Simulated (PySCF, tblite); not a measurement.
# A complex of hydrogen chloride and dimethyl ether

A gas-phase complex of hydrogen chloride and dimethyl ether; neutral, singlet. The structure comes from a short search (6 tight-binding starts) and was relaxed by PBE0-D3(BJ)/def2-SVPD; another way of binding may lie lower. No frequency run checks that it is a minimum.

Parts: 1 = hydrogen chloride (Cl), atoms 1–2; 2 = dimethyl ether (COC), atoms 3–11.

```xyz
11

Cl    0.578   -0.132    0.084
H    -0.719   -0.429   -0.008
C    -2.959    0.472   -0.591
O    -2.300   -0.738   -0.300
C    -2.396   -1.697   -1.328
H    -2.537    0.944   -1.495
H    -4.037    0.299   -0.744
H    -2.816    1.140    0.266
H    -1.845   -2.585   -1.001
H    -3.450   -1.965   -1.508
H    -1.953   -1.317   -2.264
```
(Å; atoms numbered from 1)

Contacts between parts, classed by geometry: H2···O4 1.637 Å (hydrogen bond, 173°).

Interaction energies are complex less parts, with the parts frozen as they stand in it; counterpoise-corrected, in kcal/mol (PySCF).

Give the interaction energy at each level run.


```csv
level,interaction,superposition error removed
wB97M-D3(BJ)/def2-TZVPD,-7.48,-0.14
PBE0-D3(BJ)/def2-TZVPD,-8.70,-0.16
RI-MP2/def2-TZVPD,-7.78,-1.15
```

What holds them together? Decompose the wB97M-D3(BJ)/def2-TZVPD energy: frozen parts, their antisymmetrised product, then relaxation.

electrostatic -18.1, Pauli repulsion +25.5, orbital relaxation -13.1, dispersion correction -1.8 kcal/mol, which sum to the value before the counterpoise correction; the Pauli term holds the exchange-correlation of the frozen density too. Of the attraction, 55 % is electrostatic, 40 % is orbital relaxation, 5 % is dispersion correction.

The parts were also relaxed and run alone, at the levels used for the complex: shieldings by PBE0/pcSseg-2; core levels by delta-SCF with SCAN, pcX-2 on the ionised atom and pcseg-1 elsewhere, spin-free X2C (2p3/2 is the spin-free 2p value less a third of a first-order spin-orbit splitting).

How do these values change when the complex forms?


| property | alone | in the complex | change |
| --- | --- | --- | --- |
| Cl1–H2 bond (Å) | 1.288 | 1.334 | +0.046 |
| shielding of H2 (ppm) | 30.41 | 22.52 | -7.88 |
| shielding of O4 (ppm) | 331.6 | 308.1 | -23.4 |
| shielding of Cl1 (ppm) | 938.5 | 985.7 | +47.2 |
| Cl1 2p3/2 core level (eV) | 207.38 | 205.51 | -1.87 |
| C3 1s core level (eV) | 292.25 | 292.94 | +0.69 |
| O4 1s core level (eV) | 538.55 | 539.55 | +0.99 |

Density functionals tend to overstate the lengthening and the red shift of so strongly bound an X–H bond.
